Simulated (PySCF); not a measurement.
Species: triphosphine, P₃H₅.
Numbering: `[PH2:1][PH:2][PH2:3]` (hydrogens: H4, H5 on P1; H6 on P2; H7, H8 on P3)

Cartesian coordinates in Å at the PBE0-D3(BJ)/def2-SVP level; atoms count from 1:
```xyz
8
P3H5 angstrom
P      1.698   -0.176   -0.176
P     -0.012   -0.501    1.245
P     -1.607   -0.356   -0.329
H      1.627    1.248   -0.062
H      2.682   -0.263    0.859
H      0.070   -1.925    1.121
H     -1.718    1.065   -0.202
H     -2.666   -0.576    0.607
```

Level of theory: MP2 and CCSD/aug-cc-pVDZ in PySCF, restricted Hartree–Fock reference, 15 core orbitals frozen, non-relativistic, gas phase, PBE0-D3(BJ)/def2-SVP geometry.

E(HF) = -1025.12122 Eh.

Problem. How large is the problem?

Solution. 126 basis functions and 50 electrons; 15 orbitals frozen, which leaves o = 10 correlated occupied and v = 101 virtual orbitals. That is o·v = 1010 singles and o·v(o·v + 1)/2 = 510555 distinct closed-shell doubles amplitudes before symmetry; the costliest CCSD step grows as o²v⁴ = 1.0 × 10^10.

Problem. What are the MP2 and CCSD correlation energies?

Solution. MP2 -0.3936 Eh and CCSD -0.4538 Eh, which gives totals of -1025.51482 and -1025.57498 Eh. That is 0.617 eV for each correlated electron at CCSD (1191 kJ/mol in all, 0.044 % of the total energy); MP2 gives 86.7 % of the CCSD value.

Problem. What is the T1 diagnostic?

Solution. 0.0150, below the customary warning level of 0.02. It is the norm of the spatial-orbital singles amplitudes over the root of the number of correlated electrons, so the norm is 0.067.

Problem. How does correlation change the dipole moment?

Solution. HF gives 0.68 D and CCSD (unrelaxed density) 0.58 D, a change of -0.10 D.

Connected triples and the basis-set limit are missing.

One conformer stands for the species.
